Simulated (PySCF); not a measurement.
## Simulated absorption spectrum

C5H10O.
InChI=1S/C5H10O/c1-5(2)4-6-3/h1,4H2,2-3H3

Theory: TDDFT PBE0/def2-SVPD, vertical, gas phase, core orbitals frozen in the response (PySCF). The structure is a single GFN2-xTB conformer in the gas phase; no vibrational or solvent corrections. Torsions of this conformer, `[CH2:1]=[C:2]([CH3:3])[CH2:4][O:5][CH3:6]`: C1–C2–C4–O5 123°, C2–C4–O5–C6 180°.

Each state is given a Gaussian of 0.3 eV full width at half maximum, with ε(max) = 2.175×10⁸ f / Δν̃ (Δν̃ the width in cm⁻¹). The width is an assumption, not a result. The curve ends short of the highest state used, and states not computed would add to its high-energy end.

```
E (eV)  ε (L mol⁻¹ cm⁻¹)
  6.10                 2
  6.12                 4
  6.15                 9
  6.17                14
  6.19                22
  6.21                34
  6.24                62
  6.26                90
  6.28               128
  6.30               176
  6.33               273
  6.35               354
  6.37               449
  6.39               554
  6.42               727
  6.44               845
  6.46               958
  6.48              1061
  6.51              1181
  6.53              1233
  6.55              1260
  6.57              1261
  6.60              1225
  6.62              1186
  6.64              1146
  6.66              1117
  6.69              1125
  6.71              1182
  6.73              1293
  6.75              1468
  6.78              1858
  6.80              2200
  6.82              2601
  6.84              3047
  6.86              3524
  6.89              4251
  6.91              4717
  6.93              5149
  6.95              5537
  6.98              6039
  7.00              6338
  7.02              6642
  7.04              6991
  7.07              7715
  7.09              8415
  7.11              9357
  7.13             10587
  7.16             13030
  7.18             15051
  7.20             17335
  7.22             19799
  7.25             23571
  7.27             25921
  7.29             27954
  7.31             29520
  7.34             30737
```

(1) Where are the band maxima, and which computed states make them?

(2) On this curve, what absorbance would a 10⁻⁴ mol/L sample give at 193 nm over a 1 cm path?

(3) Coming from long wavelengths, where does ε first pass 100 L mol⁻¹ cm⁻¹?

Results:

(1) 189 nm (6.56 eV), ε about 1300, made up of S1 (98%) (ε in L mol⁻¹ cm⁻¹; maxima over ε = 5, shares over 10%). At its high-energy end, 7.34 eV, the curve is still rising (ε about 31000, from S4). The states used: S1 6.55 eV (f 0.014); S2 6.96 eV (f 0.048); S3 7.10 eV (f 0.023); S4 7.35 eV (f 0.338); S5 7.69 eV (f 0.026); S6 7.80 eV (f 0.0019); S7 7.86 eV (f 0.011); S8 7.94 eV (f 0.024).

(2) 193 nm is 6.424 eV, where ε is about 750 L mol⁻¹ cm⁻¹, so A = ε c l ≈ 0.075 (Beer–Lambert, with the gas-phase spectrum and the assumed width).

(3) At about 198 nm (6.27 eV), 0.29 eV below S1.
